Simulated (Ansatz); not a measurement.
A run of Ansatz (development build ahead of 0.2.0) on doublet C2HO at this shape:

```xyz
4

H    -0.0169   -0.0503    0.0188
C     0.4644    0.2510    0.9420
C     1.1193    0.5004    2.0004
O     1.5994    0.7802    3.0185
```

Its results:

* Converged: yes
* Total energy: -150.96433 hartree
* Spin squared of the determinant: 0.822
* Stability test: minimum

Forces (eV/Å):
| atom | Fx | Fy | Fz |
| --- | --- | --- | --- |
| H1 | 0.428 | 0.173 | 0.667 |
| C2 | 0.360 | -0.037 | 0.102 |
| C3 | -1.182 | -0.047 | -0.764 |
| O4 | 0.394 | -0.089 | -0.005 |

Question: Which input gives this output? Name the method, the orbitals and the basis set, and write the input.

Answer: UHF in def2-SVP.

```yaml
crystal:
  periodic: [false, false, false]
  atoms:
    - { symbol: H, position_ang: [-0.01692, -0.05026, 0.01882] }
    - { symbol: C, position_ang: [0.46441, 0.25098, 0.94196] }
    - { symbol: C, position_ang: [1.1193, 0.50041, 2.00039] }
    - { symbol: O, position_ang: [1.59935, 0.78024, 3.01849] }
basis:
  gaussian: { orbitals: def2-SVP }
magnetization:
  spin_polarized: true
  initial_magnetization: 1
hamiltonian:
  xc: hf
output:
  forces: true
```
